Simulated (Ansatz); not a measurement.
Relaxation of AlFH₅N (8 atoms, charge 0, multiplicity 1), to a largest force component of 0.03 eV/Å in at most 50 steps.

These are results of RKS B3LYP/6-31G* in Ansatz, not measurements.

```xyz
8
Properties=species:S:1:pos:R:3
Al 0.026 -0.200 0.158
N 0.000 -0.116 2.034
H -0.806 -0.411 2.576
H 0.848 -0.238 2.578
H 1.433 -0.103 -0.559
H -1.373 -0.456 -0.535
F -0.310 2.581 0.826
H -0.236 2.080 1.615
```

Problem. Where does it end, and by what steps?

Solution. It converged. After 13 steps the energy has fallen by 2.283 eV; H8 moved furthest, 1.23 Å. Parted: F7–H8 (0.94 → 2.61 Å). Joined: Al1–F7 (2.88 → 1.68 Å), N2–H8 (2.25 → 1.02 Å).

```
step  energy less start (eV)  largest force component (eV/Å)  accepted
   0                  0.0000                           1.292       yes
   1                 -0.2387                           0.807       yes
   2                 -0.4699                           1.087       yes
   3                 -0.6985                           1.019       yes
   4                 -0.9525                           1.701       yes
   5                 -1.4592                           1.728       yes
   6                 -1.3405                          10.260        no
   7                 -1.8141                           1.291       yes
   8                 -2.0136                           0.813       yes
   9                 -2.1687                           0.488       yes
  10                 -2.2313                           0.928       yes
  11                 -2.2753                           0.531       yes
  12                 -2.2678                           0.392        no
  13                 -2.2833                           0.023       yes
```

```xyz
8
Properties=species:S:1:pos:R:3
Al -0.060 0.464 0.007
N -0.036 0.248 2.082
H -0.803 -0.324 2.435
H 0.840 -0.139 2.435
H 1.402 -0.055 -0.385
H -1.359 -0.383 -0.387
F -0.259 2.136 0.040
H -0.142 1.189 2.464
```

Whether the end is a true minimum wasn't checked by a vibrational analysis.

The run took 32 s on 1 thread of Arm Neoverse V1 (shared host), peak memory 0.13 GiB.
